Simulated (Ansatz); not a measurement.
Relaxation of FH₃OSi (6 atoms, charge 0, multiplicity 1), to a largest force component of 0.015 eV/Å in at most 40 steps.

Level of theory: Ansatz 0.2.0, RKS CAM-B3LYP-D4/def2-SVP.

```xyz
6
Properties=species:S:1:pos:R:3:forces:R:3
O -0.871 0.120 -0.893 1.18 1.56 -1.75
Si 0.376 0.083 0.118 1.55 0.67 -0.17
F -0.092 -0.866 1.314 0.01 -0.47 0.82
H -1.605 -0.345 -0.609 -2.63 -1.47 0.72
H 1.541 -0.509 -0.608 -0.07 0.06 0.34
H 0.693 1.454 0.632 -0.04 -0.35 0.04
```

Task: Where does it end, and by what steps?

Result: The run converged. After 11 steps the energy has fallen by 0.205 eV; H4 moved furthest, 0.49 Å.

| step | energy less start (eV) | largest force component (eV/Å) | accepted |
| --- | --- | --- | --- |
| 0 | 0.0000 | 2.632 | yes |
| 1 | -0.1295 | 0.762 | yes |
| 2 | -0.1487 | 0.101 | yes |
| 3 | -0.1526 | 0.240 | yes |
| 4 | -0.1571 | 0.272 | yes |
| 5 | -0.1698 | 0.759 | yes |
| 6 | -0.0909 | 2.790 | no |
| 7 | -0.1889 | 0.357 | yes |
| 8 | -0.2012 | 0.109 | yes |
| 9 | -0.2008 | 0.198 | no |
| 10 | -0.2031 | 0.068 | yes |
| 11 | -0.2045 | 0.005 | yes |

```xyz
6
Properties=species:S:1:pos:R:3
O -0.856 -0.201 -0.937
Si 0.386 0.000 0.119
F 0.163 -0.918 1.433
H -1.735 0.115 -0.700
H 1.607 -0.457 -0.572
H 0.477 1.398 0.610
```

Whether the end is a true minimum wasn't checked by a vibrational analysis.

The run took 42 s on 1 thread of Intel(R) Xeon(R) Processor @ 2.50GHz (Skylake/Cascade Lake) (shared host), peak memory 0.14 GiB.
